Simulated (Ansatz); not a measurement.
Process, species as SMILES: C=O (CH2-O) + 2 [H][H] (H2) → C (CH4) + O (H2O)
B3LYP-D3(BJ)/def2-TZVP geometries, fixed; electronic energies without zero-point terms.

Basis-set convergence of the energy of full hydrogenation at B2PLYP with Ansatz (a first-principles code). All functions are spherical. Cores are frozen. No added dispersion term, no relativity. Functions are those of the species that has most. Reference: the value in aug-pcseg-3, -58.83 kcal/mol, itself unsure by roughly 0.03 kcal/mol (its mean distance from aug-cc-pVQZ, def2-QZVPPD, pcseg-3). Deviations are taken from unrounded values.

| basis | functions | energy of full hydrogenation (kcal/mol) | minus reference (kcal/mol) |
|---|---|---|---|
| pcseg-0 | 22 | -49.26 | 9.57 |
| pcseg-1 | 38 | -53.68 | 5.16 |
| aug-pcseg-1 | 64 | -57.80 | 1.04 |
| pcseg-2 | 88 | -58.46 | 0.37 |
| aug-pcseg-2 | 138 | -59.02 | -0.19 |
| pcseg-3 | 192 | -58.81 | 0.03 |
| aug-pcseg-3 | 281 | -58.83 | 0.00 |

The smallest set listed that lies within 4 kcal/mol of the reference with all its larger relatives (same family, alike in diffuse functions; a set with none counts only in the reference's own line) is aug-pcseg-1 (64 functions, 1.04 kcal/mol off).
